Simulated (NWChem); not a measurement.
Molecule: hydrogen chloride (HCl); SMILES Cl

```xyz
2

Cl     0.0000     0.0000     0.0717
H      0.0000     0.0000    -1.2069
```
Atoms are numbered in this order, from 1.

The geometry was optimised at PBE0-D3(BJ)/def2-TZVP.

Task: List the 4 lowest vertical singlet excitations from PBE0/6-31G* (spherical d), TDA (NWChem).

Result: 
```csv
state,energy (eV),oscillator strength,leading excitation (squared amplitude)
S1,8.21,0.001,HOMO → LUMO (1.00)
S2,8.21,0.001,HOMO−1 → LUMO (1.00)
S3,14.16,1.054,HOMO−2 → LUMO (0.95)
S4,18.01,0.470,HOMO → LUMO+1 (0.99)
```
